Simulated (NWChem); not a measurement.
Species: ethylamine (C2H7N); SMILES C(C)N

```xyz
10

C      0.2599    -1.2361    -0.0315
C     -0.5555     0.0424     0.0220
N      0.3032     1.2074    -0.0817
H     -0.3865    -2.1265    -0.0048
H      0.8663    -1.2666    -0.9493
H      0.9499    -1.3026     0.8263
H     -1.1931     0.0241     0.9335
H     -1.2549     0.0585    -0.8317
H     -0.2493     2.0621    -0.0738
H      0.9183     1.2617     0.7291
```
Atoms are numbered in this order, from 1.

All runs: NWChem. Pople sets run with spherical d functions. Coordinates come from a PBE0/def2-SVP optimisation. Vertical excitations in the gas phase; the lowest state need not have the same character in each row.

```csv
level,"lowest excitation, singlet (eV)",oscillator strength of that lowest state,"lowest state with f > 0.02, singlet (eV)",orbital gap (eV)
"PBE/6-31G*, full TDDFT",6.71,0.013,8.82,6.53
"B3LYP/6-31G*, full TDDFT",7.15,0.011,8.58,8.48
"Hartree-Fock/6-31G*, TDHF",8.80,0.011,10.13,16.55
"BHandHLYP/6-31G*, full TDDFT",(withheld),0.010,(withheld),(withheld)
```

Task: What belongs in the gaps?

Result: 
- BHandHLYP/6-31G*, full TDDFT, lowest excitation, singlet (eV): 7.82
- BHandHLYP/6-31G*, full TDDFT, lowest state with f > 0.02, singlet (eV): 9.28
- BHandHLYP/6-31G*, full TDDFT, orbital gap (eV): 11.51
